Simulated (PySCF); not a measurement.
Compound: C2H2ClF3.
Bonds: F1–C2, C2–C3, C3–F4, C3–F5, C3–Cl6. Hydrogens: H7, H8 on C2.

Level: wB97X-D/pcSseg-2 in PySCF, non-relativistic, on one gas-phase PBE0-D3(BJ)/def2-TZVP geometry that isn't relaxed in the solvent. The solvent is an IEF-PCM continuum (cavity from Bondi-type radii × 1.2). The model holds no explicit solvent molecules, cavitation or dispersion.

Gas phase at wB97X-D/pcSseg-2: HOMO -11.74 eV, LUMO 1.83 eV, dipole 2.03 D.

What does the continuum do to the energy, the frontier levels and the dipole at wB97X-D/pcSseg-2 in chloroform?

```
   solvent      ε  E(solvent) − E(gas) (kcal/mol)  polarisation term (kcal/mol)  distortion of the solute (kcal/mol)  HOMO (eV)  LUMO (eV)  dipole (D)
chloroform  4.711                           -2.56                         -2.84                                 0.28     -11.62       1.99        2.40
```

The polarisation term is half the interaction of the solute with the surface charges that it induces; the rest is the cost of distorting the solute's density. The sum is the electrostatic part of solvation alone.

Which radius a makes the point-dipole formula ΔE = −[(ε − 1)/(2ε + 1)]·μ²/a³ give the value in chloroform, with the gas-phase dipole?

μ = 0.797 au and |ΔE| = 0.00407 Eh give a = 2.02 Å; the farthest nucleus lies 2.10 Å from the centroid of the nuclei, so such a sphere wouldn't even hold the nuclei. The formula assumes a rigid point dipole at the centre of a sphere.

The values belong to the conformer `[F:1][CH2:2][C:3]([F:4])([F:5])[Cl:6]`: F1–C2–C3–F4 -60°.

wB97X-D is run here without its empirical dispersion term; that term would change no orbital, density or response property at a fixed geometry.
